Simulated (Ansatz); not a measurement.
## HAl–AlH, singlet: the ladder up to RCCSDTQ

Geometry: a point of a stretch scan, not a stationary point.

```xyz
4

Al    0.0000   -0.4066    3.4652
Al    0.0000    0.4066   -3.4652
H     0.0000    0.8909    4.4394
H     0.0000   -0.8909   -4.4394
```

Basis cc-pVDZ; Ansatz 0.2.0. Only valence electrons are correlated (noble-gas cores frozen), which leaves 8 electrons in 36 orbitals. R marks a restricted (for open shells ROHF) determinant, U an unrestricted one. Active spaces: pair = (2e, 2o) about the gap; valence = (8e, 10o) chosen from the atoms' valence shells.

Full CI isn't at hand for all of this; RCCSDTQ serves as the reference, and is uncertain by the last step of the cluster series or more. The frozen core follows each run's orbitals, which can shift R against U totals by a few meV.

Unrestricted rows (U) aren't spin-pure: their determinants' ⟨S²⟩ exceeds S(S+1) by up to 0.30, so they mix in states of higher spin.

* UHF ⟨S²⟩: 0.300
* T1 diagnostic (RCCSD): 0.0130
* largest doubles amplitude (RCCSD): 0.050

```json
{"level": "UHF", "E − E(RHF) (eV)": "-0.0222"}
{"level": "RMP2", "E − E(RHF) (eV)": "-2.8192"}
{"level": "UMP2", "E − E(RHF) (eV)": "-2.6454"}
{"level": "RCCSD", "E − E(RHF) (eV)": "-4.0071"}
{"level": "UCCSD", "E − E(RHF) (eV)": "-4.0049"}
{"level": "RCCSD(T)", "E − E(RHF) (eV)": "-4.0605"}
{"level": "UCCSD(T)", "E − E(RHF) (eV)": "-4.0595"}
```

Problem. Estimate how far RCCSDTQ in cc-pVDZ lies from RCCSD(T). The table doesn't fix it; the size of (T) and the diagnostics are the guide.

Solution. RCCSDTQ in cc-pVDZ lies 2.0 kJ/mol below RCCSD(T), which is 39 % of the (T) step (-5.2 kJ/mol). RHF is unstable towards spin polarisation, and the rest is a large part of (T).

The other levels:

| level | E − E(RCCSDTQ) (kJ/mol) | share of correlation (%) | wall time |
| --- | --- | --- | --- |
| CISD | 42.9 | 89.11 | 0.58 s |
| BCCD(T) | 2.0 | 99.48 | 0.43 s |
| RCCSDT | 0.2 | 99.95 | – |
| UCCSDT | 0.2 | 99.94 | – |
| RCCSDT(Q) | 0.0 | 99.99 | 1.8 s |
| UCCSDT(Q) | 0.1 | 99.98 | 11 s |
| CASSCF (pair space) | 348.9 | 11.41 | – |
| NEVPT2 (pair space) | 116.0 | 70.55 | 1.8 s |
| CASSCF (valence space) | 162.9 | 58.64 | – |
| NEVPT2 (valence space) | 63.7 | 83.83 | 4.5 s (H100) |
| MRCISD (valence space) | 9.2 | 97.66 | – |
| MRCISD+Q (valence space) | 2.5 | 99.35 | 6.5 s (H100) |

The correlation energy at RCCSDTQ, counted from RHF, is -4.082 eV. That run took 2.6 s on 2 threads of AMD EPYC 7R13 with a shared H100 80 GB, shared host.

Times hold each run's SCF and search for its determinant on a shared host, so for small cases they say little of a method's own cost; rows without a card ran on 1 thread of AMD EPYC 7R13. Some runs computed forces too.

Natural occupations of CASSCF (valence space) about the gap: 1.981 1.981 1.869 1.868 0.065 0.065 0.065 0.064 0.021 0.021; effectively unpaired electrons, Σ n²(2−n)², 0.19.
